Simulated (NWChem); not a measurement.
Program: NWChem. System: ethane (C₂H₆), charge 0, spin multiplicity 1, at a geometry optimised with B3LYP/def2-SVP. Level: EOM-CCSD/def2-SVPD, 2 core orbitals frozen.

NWChem printed:

```
             Northwest Computational Chemistry Package (NWChem) 7.3.0
             --------------------------------------------------------

                                NWChem Input Module
                                -------------------

 Scaling coordinates for geometry "geometry" by  1.889725989
 (inverse scale =  0.529177249)

 Turning off AUTOSYM since
 SYMMETRY directive was detected!

                             Geometry "geometry" -> ""
                             -------------------------

 Output coordinates in angstroms (scale by  1.889725989 to convert to a.u.)

  No.       Tag          Charge          X              Y              Z
 ---- ---------------- ---------- -------------- -------------- --------------
    1 C                    6.0000     0.04460000    -0.76255600     0.00000000
    2 C                    6.0000    -0.04460000     0.76255600     0.00000000
    3 H                    1.0000     0.58005100    -1.13691000     0.88796900
    4 H                    1.0000     0.58005100    -1.13691000    -0.88796900
    5 H                    1.0000    -0.95533600    -1.22674800     0.00000000
    6 H                    1.0000    -0.58005100     1.13691000     0.88796900
    7 H                    1.0000    -0.58005100     1.13691000    -0.88796900
    8 H                    1.0000     0.95533600     1.22674800     0.00000000

 Effective nuclear repulsion energy (a.u.)      41.9997603417

            Nuclear Dipole moment (a.u.)
            ----------------------------
        X                 Y               Z
 ---------------- ---------------- ----------------
     0.0000000000     0.0000000000     0.0000000000

      Symmetry information
      --------------------

 Group name             C2h
 Group number             21
 Group order               4
 No. of unique centers     3

      Symmetry unique atoms

     1    3    5


 Summary of "ao basis" -> "" (spherical)
 ------------------------------------------------------------------------------
       Tag                 Description            Shells   Functions and Types
 ---------------- ------------------------------  ------  ---------------------
 *                         def2-svpd                  on all atoms

 Summary of "ao basis" -> "ao basis" (spherical)
 ------------------------------------------------------------------------------
       Tag                 Description            Shells   Functions and Types
 ---------------- ------------------------------  ------  ---------------------
[...]
 Iteration  11 using   11 trial vectors
   0.0003096599377   0.3576643904043    9.73255     1.2     1.2

 Iteration  12 using   12 trial vectors
   0.0001276850268   0.3576637019763    9.73253     1.1     1.1

 Iteration  13 using   13 trial vectors
   0.0000584357946   0.3576633825556    9.73252     1.1     1.1

 Iteration  14 using   14 trial vectors
   0.0000299782391   0.3576634281350    9.73252     1.2     1.2

 Iteration  15 using   15 trial vectors
   0.0000187050871   0.3576635470267    9.73252     1.1     1.1

 Iteration  16 using   16 trial vectors
   0.0000103170822   0.3576635529137    9.73252     1.2     1.2

 Iteration  17 using   17 trial vectors
   0.0000050168913   0.3576635067715    9.73252     1.1     1.1
 --------------------------------------------------------------
 Iterations converged
 ------------------

 Excited state root  1
 Excitation energy / hartree =        0.357663506771465
                   / eV      =        9.732523353273363
 largest EOMCCSD amplitudes: R1 and R2

 Singles contributions
    10ag  (alpha) ---     9bg  (alpha)       -0.9154849722
    16ag  (alpha) ---     9bg  (alpha)        0.1296700082
    26ag  (alpha) ---     9bg  (alpha)        0.1551297321
    11bu  (alpha) ---     5au  (alpha)       -0.1174483553

 Doubles contributions

 =========================================
 Excited-state calculation ( bu  symmetry)
 =========================================
 Dim. of EOMCC iter. space      500

 EOMCCSD SOLVER TYPE  1
  maxdiff =   0.61578431501421671

 No. of initial right vectors    1

 EOM-CCSD right-hand side iterations
 --------------------------------------------------------------
      Residuum       Omega / hartree  Omega / eV    Cpu    Wall
 --------------------------------------------------------------

 Iteration   1 using    1 trial vectors
   0.4575966640063   0.4970265335865   13.52479     1.6     1.6

 Iteration   2 using    2 trial vectors
   0.0938207919702   0.4053637075573   11.03051     1.1     1.1

 Iteration   3 using    3 trial vectors
   0.0523424198265   0.3993046497124   10.86564     1.1     1.1

 Iteration   4 using    4 trial vectors
   0.0326707952594   0.3963150881067   10.78429     1.2     1.2

 Iteration   5 using    5 trial vectors
   0.0201419694482   0.3947224966655   10.74095     1.1     1.1

 Iteration   6 using    6 trial vectors
   0.0150809929815   0.3942745161361   10.72876     1.1     1.1

 Iteration   7 using    7 trial vectors
   0.0112274921934   0.3941067005294   10.72419     1.1     1.1

 Iteration   8 using    8 trial vectors
   0.0058288400498   0.3939574770693   10.72013     1.1     1.1

 Iteration   9 using    9 trial vectors
   0.0039177422747   0.3939253407549   10.71926     1.1     1.1

 Iteration  10 using   10 trial vectors
   0.0028102190624   0.3939249829101   10.71925     1.1     1.1

 Iteration  11 using   11 trial vectors
   0.0017915439121   0.3939078364407   10.71878     1.1     1.1

 Iteration  12 using   12 trial vectors
   0.0013175104451   0.3939014743239   10.71861     1.2     1.2

 Iteration  13 using   13 trial vectors
   0.0008328806749   0.3939031474310   10.71865     1.1     1.1

 Iteration  14 using   14 trial vectors
   0.0006066511715   0.3939024161096   10.71863     1.1     1.1

 Iteration  15 using   15 trial vectors
   0.0004421290320   0.3939037177399   10.71867     1.1     1.1

 Iteration  16 using   16 trial vectors
   0.0002138859456   0.3939030464059   10.71865     1.1     1.1

 Iteration  17 using   17 trial vectors
   0.0000882241991   0.3939020629236   10.71863     1.2     1.2

 Iteration  18 using   18 trial vectors
   0.0000391853985   0.3939022991347   10.71863     1.2     1.2

 Iteration  19 using   19 trial vectors
   0.0000192194640   0.3939023670905   10.71863     1.2     1.2

 Iteration  20 using   20 trial vectors
   0.0000098064001   0.3939023704897   10.71863     1.1     1.1
 --------------------------------------------------------------
 Iterations converged
 ------------------

 Excited state root  1
 Excitation energy / hartree =        0.393902370489664
                   / eV      =       10.718633428123200
 largest EOMCCSD amplitudes: R1 and R2

 Singles contributions
    10ag  (alpha) ---     6bu  (alpha)       -0.2296199734
    11bu  (alpha) ---     8ag  (alpha)       -0.8919435127
    24bu  (alpha) ---     8ag  (alpha)        0.1041913418
    28bu  (alpha) ---     8ag  (alpha)        0.1163958025

 Doubles contributions

 Task  times  cpu:      112.5s     wall:      112.5s

 Total times  cpu:      112.5s     wall:      112.5s
```

### Question
Write an NWChem input that would produce this output.

### Answer
Several could match; the one computed here: 
```
start mol
memory heap 100 mb stack 700 mb global 1900 mb
geometry units angstroms nocenter noautoz
  C      0.044600    -0.762556     0.000000
  C     -0.044600     0.762556     0.000000
  H      0.580051    -1.136910     0.887969
  H      0.580051    -1.136910    -0.887969
  H     -0.955336    -1.226748     0.000000
  H     -0.580051     1.136910     0.887969
  H     -0.580051     1.136910    -0.887969
  H      0.955336     1.226748     0.000000
  symmetry group C2h
end
basis spherical
  * library def2-svpd
end
scf
  rhf
  nopen 0
  maxiter 100
  thresh 1e-7
  semidirect memsize 60000000 filesize 0
end
tce
  freeze core 2
  ccsd
  nroots 1
  2eorb
  2emet 13
  thresh 1e-5
  maxiter 200
  tilesize 24
end
task tce energy
```
